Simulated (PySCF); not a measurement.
Gas-phase reaction: SiH4 + O2 + 4 F ⇌ SiF4 + 2 H2O

Method: PySCF energies plus ideal-gas RRHO corrections (1 bar). The comparison is the NASA 1993 polynomial table, which mixes measured and estimated data. † marks an energy on the PBE0/def2-TZVP geometry and frequencies; other levels use their own. MP2 and CCSD(T) freeze the core. 6-31G* has spherical d functions here. Open shells (unrestricted): O2 (multiplicity 3), F (multiplicity 2, electronic degeneracy 6); the rest are closed-shell singlets. Spin-orbit splitting is ignored; it lowers the true energy and changes the entropy of F. B3LYP is the form with VWN-RPA correlation. MP2 isn't extrapolated to the basis-set limit; its ΔH°(298 K) is -2279.4 kJ in def2-SVP and -2514.3 kJ in def2-TZVPP. CCSD(T) isn't extrapolated to the basis-set limit; its ΔH°(298 K) is -2142.9 kJ in def2-SVP and -2362.9 kJ in def2-TZVPP. The harmonic model lacks anharmonicity and excited electronic states, which grow with temperature; levels with a mode under 35 cm⁻¹ are left out.

| level | ΔH°(298 K), kJ | minus table | ΔG°(1600 K), kJ |
|---|---|---|---|
| table | -2450.5 | - | -1808.5 |
| B3LYP/def2-TZVP† | -2308.8 | 141.7 | -1663.7 |
| BLYP/def2-TZVP† | -2312.4 | 138.1 | -1667.3 |
| CCSD(T)/def2-SVP† | -2142.9 | 307.6 | -1497.8 |
| HF/6-31G* | -1704.1 | 746.4 | -1057.1 |
| MP2/def2-TZVPP† | -2514.3 | -63.8 | -1869.2 |
| PBE0/def2-TZVP | -2304.1 | 146.4 | -1659.0 |
| r2SCAN/def2-TZVP† | -2341.0 | 109.5 | -1695.9 |
| LDA/def2-TZVP† | -2704.1 | -253.6 | -2058.9 |
| ωB97M-V/def2-TZVP† | -2368.8 | 81.7 | -1723.7 |
